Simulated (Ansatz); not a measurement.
For Cu2ZnSnS4 (I-4, No. 82), PBE-D3(BJ) in Ansatz (plane waves, PAW) gives:

equilibrium lattice constant a: 5.394 Å
lattice parameter c: 10.790 Å

What does r²SCAN+rVV10 (Ansatz, a first-principles code, PAW) give for the same quantities?


- lattice constant a: 5.391 Å (shrinks by 0.1 %)
- lattice parameter c: 10.779 Å (drops by 0.1 %)

Changes are worked out from the printed values.

Unless a cell is named, each level is at its own relaxed cell (PBE-D3(BJ) 19.62, r²SCAN+rVV10 19.58 Å³/atom).

Ansatz's density-functional and Hartree–Fock values are scalar-relativistic unless marked +SOC, with PAW data made under PBE.
